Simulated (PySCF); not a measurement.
**How the method moves the HOMO and LUMO of `C=C=C[C@@H](C)F`**

Compound: C5H7F.
Cartesian coordinates in Å at the PBE0-D3(BJ)/def2-SVP level; atoms count from 1:
```xyz
13
C5H7F angstrom
C      2.7311   -0.3372   -0.3590
C      1.5595    0.0267    0.0921
C      0.3791    0.3829    0.5326
C     -0.8380    0.5141   -0.3381
C     -1.9574   -0.4140    0.0786
F     -1.3016    1.8162   -0.2550
H      3.4618    0.4031   -0.7018
H      3.0195   -1.3929   -0.4042
H      0.2400    0.5958    1.6008
H     -0.5551    0.3301   -1.3886
H     -2.2360   -0.2288    1.1270
H     -2.8433   -0.2437   -0.5507
H     -1.6471   -1.4641   -0.0210
```

Basis pcSseg-1 throughout (PySCF), one geometry. Isolated species at its PBE0-D3(BJ)/def2-SVP geometry (one conformer only).

How do the orbital energies, the gap and the dipole change with the method?

```tsv
method	kind	HOMO (eV)	LUMO (eV)	gap (eV)	μ (D)	SCF cycles
B97-2	global hybrid	-7.52	-0.02	7.49	1.93	14
PBE0	global hybrid	-7.77	0.05	7.81	1.94	14
mPW1PW91	global hybrid	-7.80	0.02	7.82	1.96	14
BHandHLYP	global hybrid	-8.81	1.18	9.99	2.08	12
CAM-B3LYP	range-separated hybrid	-9.10	1.21	10.32	1.98	12
wB97X-D	range-separated hybrid	-9.64	1.84	11.48	1.99	12
LC-wPBE	range-separated hybrid	-10.50	2.37	12.87	1.99	13
```

The HOMO spans 2.99 eV, from B97-2 down to LC-wPBE, and the gap runs from 7.49 eV (B97-2) to 12.87 eV (LC-wPBE). Over the methods B97-2 (21 %), PBE0 (25 %), mPW1PW91 (25 %), BHandHLYP (50 %), a straight line through the gap against the share of exact exchange rises by 0.87 eV for each 10 % (correlation coefficient 1.000). The dipole ranges from 1.93 D (B97-2) to 2.08 D (BHandHLYP). This basis has no diffuse functions.
